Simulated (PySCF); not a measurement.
Protonation sites of 2-butanone

System: 2-butanone, `CCC(C)=O` (C4H8O). Numbering: `[CH3:1][CH2:2][C:3]([CH3:4])=[O:5]`

Level of theory: ωB97X-D3(BJ)/def2-TZVP single points in PySCF, grid level 2; every species was optimised with PBE0-D3(BJ)/def2-SVP. Thermal corrections: PBE0-D3(BJ)/def2-SVP frequencies, unscaled, ideal gas at 298.15 K and 1 bar, quasi-RRHO entropy.

| site | product | PA / kJ/mol | GB / kJ/mol |
| --- | --- | --- | --- |
| O5 (carbonyl oxygen) | `CCC(C)=[OH+]` | 843 | 810 |

PA is −ΔH and GB is −ΔG of B + H⁺ → BH⁺ in the gas phase. Sites whose products fell apart, merged with another or lost in a GFN2-xTB screen aren't listed.

In water the product from O5 is solvated 231 kJ/mol more strongly than the parent (electrostatics only).

Measured values (NIST Chemistry WebBook, evaluated or the median of agreeing entries): proton affinity (−ΔH) 827 kJ/mol (computed 843, difference 15); gas-phase basicity (−ΔG) 796 kJ/mol (computed 810, difference 15).

Differences come from unrounded values, so a last digit can differ from that of the printed terms.
